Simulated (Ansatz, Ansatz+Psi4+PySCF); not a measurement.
```yaml
atoms:
  - { symbol: Cl, position_ang: [0.0000, 0.0000, 1.0075] }
  - { symbol: Cl, position_ang: [0.0000, 0.0000, -1.0075] }
```

Basis set: cc-pV(T+d)Z (spherical functions). Correlated methods keep 10 orbitals frozen. Charge 0, multiplicity 1.

Computed with Ansatz (development build ahead of 0.2.0); free ground-state atoms in the same class of orbitals, no zero-point energy, no relativity.

The atomization energy of singlet Cl2 from measured heats of formation, zero-point and thermal terms removed is 2.513 eV (G2/97 set, Curtiss et al., J. Chem. Phys. 106, 1063 (1997), as shipped with ASE); it holds spin-orbit and other relativistic effects.

**Question.** How far do RHF-CCSD(T), RHF-CCSD, RHF-MP2 miss it in this basis?

**Answer.**

| method | atomization energy (eV) | computed − measured (eV) |
| --- | --- | --- |
| RHF-CCSD(T) | 2.310 | -0.203 |
| RHF-CCSD | 2.143 | -0.370 |
| RHF-MP2 | 2.447 | -0.066 |
